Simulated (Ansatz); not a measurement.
Relaxation of H$_{5}$N$_{2}$Si (8 atoms, charge 0, multiplicity 2), to a largest force component of 0.015 eV/Å in at most 40 steps.

All numbers below come from Ansatz 0.2.0, UKS B3LYP/def2-SVP.

```xyz
8
Properties=species:S:1:pos:R:3
N -0.791 0.465 -0.910
Si 0.665 0.557 -0.163
N 0.465 -0.992 0.469
H -1.327 -0.120 -0.366
H -1.292 1.407 -0.835
H 0.513 1.496 0.972
H 0.328 -0.928 1.462
H -0.483 -1.355 0.116
```

Q: Where does it end, and by what steps?

A: The forces met the threshold. After 14 steps the energy has fallen by 1.814 eV; H4 moved furthest, 0.89 Å.

| step | energy less start (eV) | largest force component (eV/Å) | accepted |
| --- | --- | --- | --- |
| 0 | 0.0000 | 5.047 | yes |
| 1 | -1.1146 | 1.615 | yes |
| 2 | -1.4514 | 0.564 | yes |
| 3 | -1.5728 | 1.100 | yes |
| 4 | -1.6812 | 0.833 | yes |
| 5 | -1.7695 | 0.813 | yes |
| 6 | -1.7950 | 0.285 | yes |
| 7 | -1.7538 | 0.633 | no |
| 8 | -1.7852 | 0.943 | no |
| 9 | -1.8092 | 0.107 | yes |
| 10 | -1.8122 | 0.134 | yes |
| 11 | -1.8132 | 0.023 | yes |
| 12 | -1.8134 | 0.031 | yes |
| 13 | -1.8135 | 0.027 | yes |
| 14 | -1.8135 | 0.007 | yes |

```xyz
8
Properties=species:S:1:pos:R:3
N -1.085 0.766 -0.853
Si 0.399 0.541 0.011
N 0.275 -1.027 0.761
H -1.984 0.463 -0.487
H -1.175 1.424 -1.618
H 0.664 1.464 1.181
H 0.862 -1.248 1.561
H 0.120 -1.853 0.188
```

The run took 49 s on 1 thread of Arm Neoverse V1, on a shared host, peak memory 0.16 GiB.
